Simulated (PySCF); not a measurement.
These are PBE-D3(BJ)/def2-TZVP in PySCF 2.14.0 values and carry that method's errors. All species are isolated molecules in the gas phase. 

Reference species (SMILES): `F[Si](F)(F)I` (neutral, multiplicity 1).

The HOMO–LUMO gap is 5.52 eV and the S1 oscillator strength is 0.006.

Changed species: `F[Si](F)(F)F` (X = fluoro; the reference has X = iodo).

Give the shifts of the HOMO–LUMO gap and S1 oscillator strength.

the HOMO–LUMO gap goes up by 4.28 eV, to 9.80 eV; the S1 oscillator strength is nearly the same.
